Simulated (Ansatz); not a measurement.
MgCl₂⁺. Charge 1, multiplicity 4. Geometry r2SCAN-D4/def2-TZVP; atoms count from 1.

Cartesian coordinates in Å:
```
Mg 1.5441 -0.3446 -0.4369
Cl -0.7332 -0.7108 1.0521
Cl -0.8109 1.0554 -0.6152
```

In the quartet, Cl2 and Cl3 lie 2.43 Å apart (atoms count from 1), so these atoms are partly bonded to each other. At PBE0-D4/def2-TZVP a doublet of charge 1 lies 3.36 eV below the quartet, each at its own geometry. The structure comes from a short search, and lower isomers may exist.

Estimate the Mulliken populations from the PBE0/def2-TZVP orbitals of Ansatz.


```
atom  charge (e)  spin (α − β)
 Mg1        0.76          0.95
 Cl2        0.12          1.03
 Cl3        0.12          1.03
```
Mulliken values depend strongly on the basis.

Where does the spin sit?

Summed by element: Mg 0.95, Cl 2.05, of 3 unpaired in all. Largest on single atoms: Cl3 1.03, Cl2 1.03, Mg1 0.95.

And the Mayer bond orders between heavy atoms (over 0.3)?

Cl2–Cl3 1.00 (2.43 Å).
